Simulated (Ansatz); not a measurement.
Geometry optimisation, RKS B3LYP-D4/def2-SVP (Ansatz).

The input (input.yaml):

```yaml
crystal:
  periodic: [false, false, false]
  atoms:
    - { symbol: C, position_ang: [-0.48771, 0.62143, -0.27975] }
    - { symbol: C, position_ang: [0.59501, -0.15018, 0.41712] }
    - { symbol: "N", position_ang: [0.78184, -1.38877, 0.3998] }
    - { symbol: H, position_ang: [-0.42905, 0.44896, -1.35447] }
    - { symbol: H, position_ang: [-1.46353, 0.27082, 0.05645] }
    - { symbol: H, position_ang: [-0.40811, 1.68692, -0.08702] }
    - { symbol: H, position_ang: [1.30389, 0.4273, 1.00421] }
    - { symbol: H, position_ang: [-0.02915, -0.87472, -0.10591] }
basis:
  gaussian: { orbitals: def2-SVP }
hamiltonian:
  xc: b3lyp
  dispersion: d4
relax:
  f_tol: 0.02
  max_steps: 50
```

Run as:

```bash
$ ansatz run input.yaml --threads 1 --pin off --max-ram 2048MiB --backend cpu --events-out ev --progress --plain --runs-dir out
```

**Question.** Where does it end, and by what steps?

**Answer.** The run converged. The force dipped under the threshold on the way, but the program's further checks kept it going. After 18 steps the energy has fallen by 3.990 eV; H8 moved furthest, 1.00 Å. The start is strongly strained (largest force component 8 eV/Å), so its close contacts needn't be bonds. Parted: C2–H8.

```json
{"step": "0", "energy less start (eV)": "0.0000", "largest force component (eV/Å)": "8.122", "accepted": "yes"}
{"step": "1", "energy less start (eV)": "-1.4202", "largest force component (eV/Å)": "6.191", "accepted": "yes"}
{"step": "2", "energy less start (eV)": "-2.3837", "largest force component (eV/Å)": "4.236", "accepted": "yes"}
{"step": "3", "energy less start (eV)": "-3.4797", "largest force component (eV/Å)": "2.077", "accepted": "yes"}
{"step": "4", "energy less start (eV)": "-3.7817", "largest force component (eV/Å)": "1.034", "accepted": "yes"}
{"step": "5", "energy less start (eV)": "-3.9035", "largest force component (eV/Å)": "0.610", "accepted": "yes"}
{"step": "6", "energy less start (eV)": "-3.8764", "largest force component (eV/Å)": "0.788", "accepted": "no"}
{"step": "7", "energy less start (eV)": "-3.9174", "largest force component (eV/Å)": "0.365", "accepted": "yes"}
{"step": "8", "energy less start (eV)": "-3.9280", "largest force component (eV/Å)": "0.057", "accepted": "yes"}
{"step": "9", "energy less start (eV)": "-3.9418", "largest force component (eV/Å)": "0.103", "accepted": "yes"}
{"step": "10", "energy less start (eV)": "-3.9473", "largest force component (eV/Å)": "0.316", "accepted": "yes"}
{"step": "11", "energy less start (eV)": "-3.9514", "largest force component (eV/Å)": "0.431", "accepted": "yes"}
{"step": "12", "energy less start (eV)": "-3.9851", "largest force component (eV/Å)": "0.100", "accepted": "yes"}
{"step": "13", "energy less start (eV)": "-3.9737", "largest force component (eV/Å)": "0.499", "accepted": "no"}
{"step": "14", "energy less start (eV)": "-3.9886", "largest force component (eV/Å)": "0.060", "accepted": "yes"}
{"step": "15", "energy less start (eV)": "-3.9855", "largest force component (eV/Å)": "0.228", "accepted": "no"}
{"step": "16", "energy less start (eV)": "-3.9898", "largest force component (eV/Å)": "0.008", "accepted": "yes"}
{"step": "17", "energy less start (eV)": "-3.9899", "largest force component (eV/Å)": "0.028", "accepted": "yes"}
{"step": "18", "energy less start (eV)": "-3.9899", "largest force component (eV/Å)": "0.017", "accepted": "yes"}
```

```xyz
8
Properties=species:S:1:pos:R:3
C -0.481 0.738 -0.302
C 0.648 -0.063 0.287
N 0.665 -1.297 0.585
H -0.173 1.191 -1.261
H -1.375 0.117 -0.474
H -0.751 1.573 0.367
H 1.576 0.510 0.478
H -0.246 -1.728 0.370
```

Whether the end is a true minimum wasn't checked by a vibrational analysis.

Run time: 53 s on 1 thread of Arm Neoverse N1 (shared host), peak memory 0.12 GiB.
